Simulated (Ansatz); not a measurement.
C7H8O can be A, `Cc1cccc(O)c1`, or B, `Cc1ccc(O)cc1`.

Program: Ansatz. Geometries: PBE0-D4/def2-TZVP. ΔE: electronic, gas phase. CCSD(T)/CBS adds triple-zeta CCSD(T) − MP2 to the extrapolated MP2 energy (def2 sets, frozen cores). Functionals use def2-TZVPP. B3LYP here is the variant with VWN-RPA as its local correlation; programs differ in this. Each species was taken in one conformer, which may not be the lowest.

Question: Which is lower in electronic energy at CCSD(T)/CBS, and by how much? (Best estimate.)

Answer: Computed: A, by 0.6 kcal/mol.

Question: Give E(B) − E(A) in kcal/mol with B3LYP, MP2/def2-TZVPP, r2SCAN-D4, PBE-D4, CCSD(T)/def2-SVP, CCSD/def2-TZVPP, CCSD(T)/def2-TZVPP. (An estimate is asked.)

Answer: Ansatz gave: B3LYP 0.6, MP2/def2-TZVPP 0.4, r2SCAN-D4 0.7, PBE-D4 0.6, CCSD(T)/def2-SVP 0.5, CCSD/def2-TZVPP 0.7, CCSD(T)/def2-TZVPP 0.6. None reverses the order clearly.

Question: Does the order hold for the free energy at 298.15 K (harmonic terms from PBE0-D4)? (Estimate.)

Answer: Ansatz gave: Yes: G(B) − G(A) = +0.7 kcal/mol, for one conformer each. Modes under 60 cm⁻¹, often nearly free rotors, make the harmonic entropy too high.

Largest T1 diagnostic: 0.011.

Leaving LDA and LC-ωPBE aside and taking each functional with its dispersion term where it has one, the values, not all of them listed here, spread over 0.2 kcal/mol, from revPBE-D4 to r2SCAN0-D4.
